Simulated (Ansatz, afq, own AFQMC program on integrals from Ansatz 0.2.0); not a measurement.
Integrals from Ansatz 0.2.0, then the random walk in our own AFQMC program (afq).

```yaml
crystal:
  periodic: [false, false, false]
  atoms:
    - {symbol: P, position_ang: [0.000000, 0.000000, 0.000000]}
basis:
  gaussian: {orbitals: 6-31G}
magnetization: {spin_polarized: false, initial_magnetization: 1}
correlation: {method: ccsd_t, electrons: outside_noble_gas, hamiltonian_folder: ham}
```

```sh
$ ansatz run in.yaml --threads 1 --pin off --events-out ev --progress --plain --max-ram 16896MiB --backend cuda --devices 0, --max-vram 18GiB
```

afq runs on the folder ham with

```
--method phaseless --trial cisd --walkers 10 --populations 1 --least-time 40 --time-step 0.005 --steps-per-block 25 --equilibration-blocks 80 --max-blocks 320 --target-error 0.00054 --factor-cut 0.0001 --start spin_pure --seed 1994 --taylor-order 6
```

Times are imaginary, in 1/Eh. The walk had a cap of 60 s.

```
orbitals 8  electrons 3 2  factors 29 of 59
reference energy -340.59553026 Eh
CCSD correlation -0.03730681 Eh in 14 cycles, weight of the determinant in the CISD state 0.6944
energy of the start -340.632836 Eh
 block  time / (1/Eh)  mean weight  energy / Eh
     1     0.125  1.0001  -340.632775
     2     0.250  1.0002  -340.632748
     3     0.375  0.9986  -340.632751
     4     0.500  1.0003  -340.632756
     5     0.625  0.9979  -340.632787
     7     0.875  0.9987  -340.632739
     9     1.125  1.0004  -340.632939
    11     1.375  0.9985  -340.632926
    31     3.875  0.9998  -340.632778
    51     6.375  0.9987  -340.634720
    71     8.875  1.0019  -340.633023
    91    11.375  0.9994  -340.633926
   111    13.875  0.9991  -340.634841
   131    16.375  1.0003  -340.629697
   151    18.875  1.0029  -340.633293
   171    21.375  0.9974  -340.633642
   191    23.875  1.0024  -340.628567
   211    26.375  0.9991  -340.633184
   221    27.625  1.0023  -340.645167
   231    28.875  1.0002  -340.640098
   251    31.375  1.0005  -340.635115
   271    33.875  1.0002  -340.635709
   291    36.375  1.0012  -340.633920
   311    38.875  0.9983  -340.634740
   331    41.375  1.0007  -340.633439
   351    43.875  1.0012  -340.640313
   371    46.375  1.0010  -340.636420
   391    48.875  1.0008  -340.630619
blocks merged  error / Eh  count
     1  0.000207  320
     2  0.000278  160
     4  0.000369  80
     8  0.000470  40
    16  0.000603  20
    32  0.000762  10
energy -340.635374 +/- 0.000603 Eh
(rows thinned)
```

Estimate how long the walk took on 1 × NVIDIA H100 80GB HBM3 with 2 threads of AMD EPYC 7R13 Processor (Zen 3), with other jobs on the host (the card was shared).

52 s of wall time.

The run failed at least one of its tests; the cautions name the faults.

Against this walk (error 16.4 meV) on the same determinant: CCSD(T) 7.3 meV lower (within the noise), CCSDT(Q) 43.5 meV lower, CCSDTQ 43.1 meV lower, full CI (a separate run on its own orbitals, whose frozen core shifts it by up to a few meV) 43.2 meV lower. The error is statistical and leaves out the bias of the constraint. The determinant is a poor start (see the cautions), so the low cluster orders aren't to be relied on, and full CI is the sure value.

Cautions: constraint bias not in the error; error not settled; error above the target (16.4 against 14.7 meV); a spin-contaminated unrestricted determinant lies lower (UHF 1.26 eV lower, ⟨S²⟩ 1.75); strong correlation (T1 0.005, weight of the determinant 0.69, largest double 0.64); (T) is large, 8 % of the CCSD correlation; the CCSD(T) amplitudes may be one of several solutions (largest double 0.64); CCSD(T) lies above an unrestricted determinant, so it isn't the lowest state; the CCSDT(Q) amplitudes may be one of several solutions (largest double 0.97); CCSDT(Q) lies above an unrestricted determinant, so it isn't the lowest state; the CCSDTQ amplitudes may be one of several solutions (largest double 0.98); CCSDTQ lies above an unrestricted determinant, so it isn't the lowest state; full CI with its own frozen core; a state of higher spin lies lower (by 1.85 eV); so few walkers bias the energy.

CCSDT and higher add their correlation energy to the determinant of the CCSD(T) run, since their own runs factorise the integrals more tightly (a shift of under 2 meV).
